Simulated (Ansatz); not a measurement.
fcc Rh, treated with PBE (plane waves, PAW; Ansatz, an electronic-structure program).

Settings: plane-wave cutoff 520 eV, 24×24×24 k mesh, Fermi–Dirac smearing 0.05 eV, no spin polarisation, scalar-relativistic PAW data made under PBE.

Equation-of-state points:

```csv
V (Å³/atom),E − E_lowest (meV/atom)
13.203,45.84
13.484,19.47
13.765,4.64
14.046,0.00
14.327,4.38
14.608,16.71
14.889,36.07
```

Problem. Fit the third-order Birch–Murnaghan equation and give B0 and B′.

Solution. V0 = 14.044 Å³/atom, B0 = 257 GPa, B′ = 5.2 (fit to the energies at full precision).

Measured, for comparison: bulk modulus 271 GPa (corrected for temperature and zero-point phonon effects, our sources range from 271 to 289; as tabulated in Levämäki et al. (2014), arXiv:1402.3671); equilibrium volume per atom 13.65 Å³/atom (static lattice: zero-point anharmonic expansion removed; as tabulated in Mejia-Rodriguez and Trickey (2018), arXiv:1807.09216). Computed (rounded) less measured: bulk modulus -5 % (-5 % to -11 % over the range), equilibrium volume per atom +2.9 %.

Static lattice: no zero-point or thermal effects.

It cost roughly 50 core-seconds of CPU time.
